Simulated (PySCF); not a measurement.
One molecule, one basis, several functionals.

Compound: pentanal, C5H10O.
SMILES: `CCCCC=O`

Torsions of this conformer, `[CH3:1][CH2:2][CH2:3][CH2:4][CH:5]=[O:6]`: C1–C2–C3–C4 180°, C2–C3–C4–C5 -178°, C3–C4–C5–O6 1°.

PySCF, pcSseg-1 basis, density fitting, gas phase, PBE0-D3(BJ)/def2-SVP geometry. One functional is left out:

```
functional  exact exchange (%)  HOMO energy (eV)  LUMO energy (eV)  dipole moment (D)
     B97-D                   0             -5.82             -1.63              2.568
      BLYP                   0             -5.69             -1.59              2.518
      BP86                   0             -5.90             -1.82              2.565
       LDA                   0             -5.92             -1.98              2.638
      OPBE                   0             -5.71             -1.60              2.511
       PBE                   0             -5.78             -1.72              2.527
     B3LYP                  20             -7.16             -0.79              2.657
     B97-2                  21             -7.12             -0.60              2.679
  mPW1PW91                  25             -7.44             -0.53              2.705
 BHandHLYP                  50             -8.97              0.82              2.828
```

Q: Predict the row of PBE0 (25 % exact exchange) by straight lines through the other rows, and check it.

A: 
```
         property   line  computed  computed − line  mPW1PW91 (25 %), for comparison
 HOMO energy (eV)  -7.41     -7.40            +0.01                            -7.44
 LUMO energy (eV)  -0.47     -0.51            -0.04                            -0.53
dipole moment (D)  2.694     2.688           -0.006                            2.705
```

Q: Which of these properties follows the share of exact exchange most closely, and which least?

A: Most closely the HOMO energy, least the dipole moment; the correlations over the tabulated rows are HOMO energy -0.997, LUMO energy 0.990, dipole moment 0.935. The HOMO energy moves by -0.638 eV for every 10 %. Functionals with the same share still differ in their other parts: at 0 % BLYP and LDA differ by 0.23 eV in it.
